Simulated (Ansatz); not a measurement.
A structure relaxed at PBE0-D4/def2-TZVP, charge 0, multiplicity 1:

```csv
atom,x (Å),y (Å),z (Å)
C1,0.9144,0.0636,-1.1859
C2,-0.3676,-0.1411,-0.4256
C3,-0.8455,0.9194,0.5930
C4,-0.3562,-0.3831,1.0178
N5,-0.0944,-1.0983,2.0139
H6,1.3267,-0.8888,-1.5283
H7,0.7543,0.6969,-2.0622
H8,1.6666,0.5427,-0.5547
H9,-1.1685,-0.6226,-0.9829
H10,-1.9091,1.1265,0.6496
H11,-0.2066,1.7836,0.7506
H12,0.2857,-1.9988,1.7147
```

Task: Give its formula and SMILES.

Result: C4H7N, `CC1CC1=N`.

Task: Summarise the bond lengths by kind.

Result: 4 × C–C 1.455 to 1.546 Å; 6 × C–H 1.085 to 1.093 Å; 1 × C–N 1.254 Å; 1 × H–N 1.022 Å.

All numbers were calculated with Ansatz.
